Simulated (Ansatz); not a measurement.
Calculated with Ansatz (gas phase, PBE0-D4/def2-TZVP geometries, no zero-point term in ΔE). CCSD(T)/CBS adds triple-zeta CCSD(T) − MP2 to the extrapolated MP2 energy (def2 sets, frozen cores). This one scheme is used for every species. DFT in def2-TZVPP. B3LYP here is the variant with VWN-RPA as its local correlation; programs differ in this. One conformer a species, not always the lowest.

Reaction (formal loss of a carbene): `NCC(F)F` → `[CH]F` + `NCF`

`NCC(F)F`:

Cartesian coordinates in Å:
```
N -0.851 0.997 0.655
C -0.648 -0.189 -0.140
C 0.796 -0.573 -0.370
F 1.459 0.440 -0.992
F 1.423 -0.780 0.821
H -0.433 0.885 1.570
H -0.406 1.795 0.218
H -1.115 -0.059 -1.121
H -1.144 -1.040 0.336
H 0.919 -1.477 -0.976
```

`[CH]F`:

```xyz
3

C    -0.178    0.323    0.351
F     0.783    0.381   -0.523
H    -0.604   -0.704    0.172
```

`NCF`:

```xyz
7

N     0.033   -0.125    0.884
C    -0.260    0.156   -0.458
F     0.797   -0.130   -1.340
H     0.218   -1.105    1.048
H     0.797    0.430    1.243
H    -1.107   -0.445   -0.794
H    -0.478    1.219   -0.582
```

```json
{"level": "r2SCAN-D4", "ΔE (kJ/mol)": "407.7"}
{"level": "PBE0-D4", "ΔE (kJ/mol)": "408.7"}
{"level": "ωB97X-V", "ΔE (kJ/mol)": "392.2"}
{"level": "B3LYP", "ΔE (kJ/mol)": "369.5"}
{"level": "SCS-MP2/def2-TZVPP", "ΔE (kJ/mol)": "388.7"}
{"level": "CCSD(T)/def2-TZVPP", "ΔE (kJ/mol)": "381.5"}
{"level": "HF/def2-QZVPP", "ΔE (kJ/mol)": "342.8"}
{"level": "CCSD/CBS(def2)", "ΔE (kJ/mol)": "383.6"}
```

Question: What does CCSD(T)/CBS give? (An estimate is asked.)

Answer: Ansatz gave: +385.9 kJ/mol. The listed levels differ from it by 21.8, 22.8, 6.3, -16.4, 2.8, -4.4, -43.1, -2.3 kJ/mol.

Largest T1 diagnostic among the species: 0.018.

From PBE to PBE0 (25 % exact exchange), in def2-TZVPP and without D4, ΔE moves by +12.7 kJ/mol. In def2-TZVPP, CCSD(T) changes the Hartree–Fock value by +37.9 kJ/mol (the triples alone add +2.4 kJ/mol) and MP2 by +63.9 kJ/mol.
